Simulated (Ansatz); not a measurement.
[GeH3···H···SiH3], doublet: transfer scan

Starting geometry:

```yaml
atoms:
  - { symbol: Ge, position_ang: [-1.1057, 0.0000, 0.0000] }
  - { symbol: H, position_ang: [-1.6171, 1.4466, 0.0000] }
  - { symbol: H, position_ang: [-1.6171, -0.7233, 1.2528] }
  - { symbol: H, position_ang: [-1.6171, -0.7233, -1.2528] }
  - { symbol: H, position_ang: [0.4287, 0.0000, 0.0000] }
  - { symbol: Si, position_ang: [2.6813, 0.0000, 0.0000] }
  - { symbol: H, position_ang: [3.1313, -1.4163, 0.0000] }
  - { symbol: H, position_ang: [3.1313, 0.7081, -1.2265] }
  - { symbol: H, position_ang: [3.1313, 0.7081, 1.2265] }
```

From there H5 is moved from one fragment to the other while all else, the fragments' distance too, stays fixed, so the hump isn't the reaction's barrier; atoms are numbered as listed. Energies are in kJ/mol, counted from the starting geometry at the same level.

Basis cc-pVDZ; Ansatz 0.2.0. Only valence electrons are correlated (noble-gas cores and the filled d shells of p-block atoms frozen). Prefix R: restricted or restricted open-shell reference; prefix U: unrestricted. No spin–orbit coupling is included, and no scalar relativity.

Full CI isn't at hand for all of this; UCCSDT(Q) serves as the reference, and is uncertain by about the last step of the cluster series.

```json
{"distance Ge1-H5 (Å)": "1.534", "UMP2": "0.0"}
{"distance Ge1-H5 (Å)": "1.650", "UMP2": "5.5"}
{"distance Ge1-H5 (Å)": "1.883", "UMP2": "22.4"}
{"distance Ge1-H5 (Å)": "2.115", "UMP2": "-2.7"}
{"distance Ge1-H5 (Å)": "2.347", "UMP2": "-19.9"}
```

**Question.** Estimate the UCCSDT(Q) curve in cc-pVDZ from this one, knowing how UMP2 errs.

**Answer.** The computed UCCSDT(Q) values, in kJ/mol from the starting point, and the error of UMP2 against them:
```csv
distance Ge1-H5 (Å),UCCSDT(Q),UMP2 less UCCSDT(Q)
1.534,0.0,0.0
1.650,3.9,1.6
1.883,17.2,5.2
2.115,-4.7,2.0
2.347,-19.2,-0.7
```

The error spans 6.0 kJ/mol and is largest, 5.2 kJ/mol, at 1.883 Å.
